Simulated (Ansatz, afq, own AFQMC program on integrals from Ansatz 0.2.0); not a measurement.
Atomization energy of SiH₂, triplet, worked out

```json
{"atom": "Si", "x (Å)": "0.0000", "y (Å)": "-0.0507", "z (Å)": "0.0000"}
{"atom": "H", "x (Å)": "0.0000", "y (Å)": "0.7069", "z (Å)": "-1.2784"}
{"atom": "H", "x (Å)": "0.0000", "y (Å)": "0.7069", "z (Å)": "1.2784"}
```

Basis cc-pVDZ. Noble-gas cores (and the filled d shells of Ga–Kr and In–Xe) are frozen. Integrals, coupled cluster, full CI and functionals: Ansatz 0.2.0; the random walks run on the same integrals in our own AFQMC program. The CISD trial takes its coefficients from CCSD amplitudes. Released means that phaseless walkers are propagated on without the constraint, phases kept. Uncertainties: one standard error, sampling alone.

Total energies in eV. CBS is CCSD(T) at the limit of def2-TZVPP/QZVPP (extrapolated itself); the highest rung of each member is named.

Cautions: SiH₂ (triplet): another spin lies lower.

```json
{"member": "Si (triplet)", "count": "+1", "CCSD(T)/cc-pVDZ": "-7861.7800", "highest rung in cc-pVDZ": "-7861.7922", "which": "FCI", "CCSD(T)/CBS": "-7862.5000"}
{"member": "H (doublet)", "count": "+2", "CCSD(T)/cc-pVDZ": "-13.5861", "highest rung in cc-pVDZ": "-13.5861", "which": "FCI", "CCSD(T)/CBS": "-13.6059"}
{"member": "SiH₂, triplet", "count": "-1", "CCSD(T)/cc-pVDZ": "-7894.2347", "highest rung in cc-pVDZ": "-7894.2520", "which": "FCI", "CCSD(T)/CBS": "-7895.5020"}
```

Work out the best estimate of the atomization energy: the CCSD(T)/CBS difference plus the step from CCSD(T) to the highest rung.

Sums with the counts: CCSD(T)/CBS 5.7902 eV, highest rung 5.2876 eV, CCSD(T)/cc-pVDZ 5.2825 eV. The step is 5.2876 − 5.2825 = 0.0051 eV, so the best estimate is 5.7902 + (0.0051) = 5.7953 eV = 559.2 kJ/mol. The basis set is worth 0.508 eV of it. Zero-point, core-correlation and spin–orbit terms aren't in it. Past Ne the Hartree–Fock part of each CBS total tends to overshoot, since the cores don't follow the formula; that largely cancels in the difference.

Best estimates are given only where the step beyond CCSD(T) is under 0.3 eV and no member's determinant is very poor (T1 over 0.05, or 0.07 for open shells, ⟨S²⟩ too high by 0.3, two states mixed), so the hardest cases are missing from such tables.

Each member of a difference takes its own highest rung, so a best estimate needn't equal the limit plus the step of one row.
